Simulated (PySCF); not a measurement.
Compound: C6H12.
Atom-mapped SMILES: `[CH3:1]/[CH:2]=[C:3](/[CH3:4])[CH2:5][CH3:6]` (hydrogens: H7, H8, H9 on C1; H10 on C2; H11, H12, H13 on C4; H14, H15 on C5; H16, H17, H18 on C6)

Torsions of this conformer, `[CH3:1]/[CH:2]=[C:3](/[CH3:4])[CH2:5][CH3:6]`: C2–C3–C5–C6 -96°.

The closed-shell ground state was solved at several levels (PySCF, density fitting, gas phase, non-relativistic). One conformer (not necessarily the lowest) at the PBE0-D3(BJ)/def2-SVP geometry, without solvent, vibrations or thermal averaging.

| level | basis functions | total energy (Eh) | HOMO (eV) | LUMO (eV) | gap (eV) | dipole (D) |
| --- | --- | --- | --- | --- | --- | --- |
| B3LYP/pcJ-1 | 282 | -235.8755 | -6.38 | 0.51 | 6.89 | 0.19 |
| B3LYP/pcSseg-1 | 162 | -235.8320 | -6.39 | 0.51 | 6.90 | 0.21 |
| PBE0/pcSseg-1 | 162 | -235.5238 | -6.60 | 0.74 | 7.34 | 0.21 |

(1) What might wB97X-D/def2-SVPD (216 basis functions) give for the same quantities?

(2) How far do the dipole and the HOMO energy spread over the levels?

Results:

(1) Total energy -235.6150 Eh, HOMO -8.42 eV, LUMO 2.28 eV, gap 10.70 eV, dipole 0.23 D.

(2) The dipole runs from 0.19 to 0.23 D (mean 0.21 D) and the HOMO from -8.42 to -6.38 eV.

The pairwise dispersion term of wB97X-D wasn't added to the energies; at a given geometry it leaves orbitals and properties as they are.
